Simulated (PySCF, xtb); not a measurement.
pyrazine (C₄H₄N₂), SMILES n1ccncc1.

Harmonic wavenumbers (cm⁻¹) from xtb with GFN2-xTB at its own minimum, in rising order: 241, 388, 579, 657, 726, 751, 907, 907, 914, 1010, 1090, 1097, 1130, 1198, 1229, 1251, 1351, 1436, 1530, 1582, 3058, 3061, 3068, 3069.

**Question.** What does PySCF with PBE0-D3(BJ)/def2-SVP give at its own minimum? (An estimate is asked for; the answer gives what the named calculation found.)

**Answer.** 350, 441, 604, 727, 791, 809, 952, 1005, 1017, 1037, 1069, 1101, 1178, 1253, 1304, 1362, 1456, 1528, 1648, 1662, 3180, 3182, 3194, 3201. Paired by order, the mean absolute difference is 78 cm⁻¹ and the zero-point energies are 46.1 and 48.7 kcal/mol.
